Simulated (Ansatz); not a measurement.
# C2H7Al (built from SMILES C[CH2][AlH2]): a reaction path by the nudged elastic band

Aim: the minimum-energy path between two given structures and its highest point. Both ends were relaxed at PBE0-D4 in triple zeta.

The runs use Ansatz 0.2.0, Gaussian basis; PBE0-D4/def2-SVP.

16 further runs of the same task are left out: 16 set aside as unsound or not needed.

## 1. Where the work starts

The first end: 10 atoms, charge 0, spin multiplicity 1.

Atoms are counted from 1 here; the program's logs count them from 0.

Bond lengths: Al1–C2 1.958 Å, Al1–H5 1.592 Å, Al1–H6 1.592 Å, C2–C3 1.528 Å, C2–H7 1.099 Å, C2–H8 1.099 Å, C3–H4 1.093 Å, C3–H9 1.094 Å, C3–H10 1.093 Å. Angles: C2–Al1–H5 121.0°, C2–Al1–H6 119.8°, H5–Al1–H6 119.2°, Al1–C2–C3 116.9°, Al1–C2–H7 107.1°, Al1–C2–H8 107.2°, C3–C2–H7 110.4°, C3–C2–H8 110.4°, H7–C2–H8 103.9°, C2–C3–H4 111.7°, C2–C3–H9 112.2°, C2–C3–H10 111.7°, H4–C3–H9 107.2°, H4–C3–H10 106.6°, H9–C3–H10 107.2°.

As a file:

```xyz
10
charge 0, multiplicity 1
Al   -1.63262    0.14139    0.42053
C     0.31464    0.34918    0.43436
C     1.09502   -0.37343   -0.66209
H     0.93337   -1.45418   -0.62724
H    -2.35463   -0.73698   -0.69414
H    -2.51279    0.85916    1.53571
H     0.52550    1.42753    0.40726
H     0.66861    0.03636    1.42662
H     2.17337   -0.20509   -0.58230
H     0.78954   -0.04393   -1.65882
```

The second end:

| atom | x (Å) | y (Å) | z (Å) |
| --- | --- | --- | --- |
| Al1 | -1.2420 | -0.6249 | 0.1033 |
| C2 | 0.6190 | 1.0364 | 0.0934 |
| C3 | 1.1797 | -0.1328 | -0.2384 |
| H4 | -0.9678 | -1.7445 | -0.9993 |
| H5 | -2.1119 | 0.6419 | -0.3246 |
| H6 | -1.1472 | -1.0154 | 1.6442 |
| H7 | 0.3464 | 1.7687 | -0.6570 |
| H8 | 0.4531 | 1.3109 | 1.1305 |
| H9 | 1.4880 | -0.8477 | 0.5181 |
| H10 | 1.3828 | -0.3926 | -1.2703 |

## 2. The band at PBE0-D4/def2-SVP

File neb/in.yaml:

```yaml
crystal:
  periodic: [false, false, false]
  atoms:
    - {symbol: Al, position_ang: [-1.632625, 0.141388, 0.420528]}
    - {symbol: C, position_ang: [0.314637, 0.349181, 0.434364]}
    - {symbol: C, position_ang: [1.095021, -0.373428, -0.662089]}
    - {symbol: H, position_ang: [0.933365, -1.454183, -0.627241]}
    - {symbol: H, position_ang: [-2.354630, -0.736983, -0.694136]}
    - {symbol: H, position_ang: [-2.512792, 0.859155, 1.535714]}
    - {symbol: H, position_ang: [0.525504, 1.427530, 0.407260]}
    - {symbol: H, position_ang: [0.668613, 0.036356, 1.426622]}
    - {symbol: H, position_ang: [2.173371, -0.205089, -0.582300]}
    - {symbol: H, position_ang: [0.789536, -0.043926, -1.658824]}
basis:
  gaussian: {orbitals: def2-SVP}
hamiltonian: {xc: pbe0, dispersion: d4}
neb:
  images: 5
  climbing: true
  max_iterations: 40
  initial_path: idpp
  final_atoms:
    - {symbol: Al, position_ang: [-1.242001, -0.624887, 0.103276]}
    - {symbol: C, position_ang: [0.619030, 1.036437, 0.093384]}
    - {symbol: C, position_ang: [1.179660, -0.132805, -0.238386]}
    - {symbol: H, position_ang: [-0.967797, -1.744501, -0.999290]}
    - {symbol: H, position_ang: [-2.111939, 0.641908, -0.324585]}
    - {symbol: H, position_ang: [-1.147207, -1.015383, 1.644214]}
    - {symbol: H, position_ang: [0.346370, 1.768654, -0.657047]}
    - {symbol: H, position_ang: [0.453149, 1.310897, 1.130468]}
    - {symbol: H, position_ang: [1.487973, -0.847696, 0.518134]}
    - {symbol: H, position_ang: [1.382760, -0.392623, -1.270267]}
```

On the command line:

```bash
$ ansatz run in.yaml --threads 2 --pin off --events-out ev --progress --plain --max-ram 4352MiB
```

**Question.** What will these runs give? Wanted: from earlier runs: barrier over the separately found saddle, CCSD(T)/def2-TZVPP.

**Answer**, as computed:

| quantity | value |
| --- | --- |
| PBE0-D4/def2-SVP, 16 iterations | highest 30.5 kcal/mol (image 4), last end +23.8 kcal/mol |
| from earlier runs: barrier over the separately found saddle, CCSD(T)/def2-TZVPP | 32.0 kcal/mol |

What this shows: The highest image lies 30.5 kcal/mol above the first end, and it climbed, so it estimates the saddle. The ends are not quite minima at this level (largest force component 0.34 eV/Å), so the heights are unreliable: relaxing the first end would lower it and raise the barrier above it. The highest image is 1.6 kcal/mol below the CCSD(T) barrier in triple zeta, which comes from separate runs on the saddle.
